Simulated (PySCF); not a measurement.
C3H7F.
Bonds: C1–C2, C2–C3, C2–F4. Hydrogens: H5, H6, H7 on C1; H8 on C2; H9, H10, H11 on C3.

The closed-shell ground state was solved at several levels (PySCF, density fitting, gas phase, non-relativistic). Isolated species at its PBE0-D3(BJ)/def2-TZVP geometry, gas phase.

```csv
level,basis functions,total energy (Eh),HOMO (eV),LUMO (eV),gap (eV),dipole (D)
PBE0/pcSseg-2,242,-218.2256,-9.20,0.65,9.85,1.96
wB97X-D/aug-cc-pVTZ,345,-218.3995,-11.14,0.86,12.00,1.96
KT3/pcSseg-2,242,-221.5621,-7.77,-0.23,7.54,1.85
CAM-B3LYP/aug-cc-pVTZ,345,-218.3740,-10.71,0.24,10.95,2.01
B97-2/pcSseg-2,242,-218.3981,-8.94,0.69,9.63,1.95
PBE0/aug-cc-pVTZ,345,-218.2203,-9.20,-0.08,9.12,1.95
```

(1) What might wB97X-D/pcSseg-2 (242 basis functions) give for the same quantities?

(2) Over all these levels, which gives the widest orbital gap and which the narrowest?

(3) In the pcSseg-2 basis, how does the gap go with the fixed share of exact exchange?

(4) How far do the dipole and the HOMO energy spread over the levels?

Results:

(1) Total energy -218.4061 Eh, HOMO -11.14 eV, LUMO 2.34 eV, gap 13.48 eV, dipole 1.98 D.

(2) wB97X-D/pcSseg-2 (range-separated hybrid) has the widest, 13.48 eV, and KT3/pcSseg-2 (GGA) the narrowest, 7.54 eV. The two share the basis. From the narrowest to the widest the HOMO moves by -3.37 eV and the LUMO by +2.57 eV.

(3) KT3 (0 %) 7.54 eV; B97-2 (21 %) 9.63 eV; PBE0 (25 %) 9.85 eV. Each rise in the share widens the gap here.

(4) The dipole runs from 1.85 to 2.01 D (mean 1.95 D) and the HOMO from -11.14 to -7.77 eV.

Note: wB97X-D ran without an empirical dispersion term, which enters the total energy and its gradient alone.
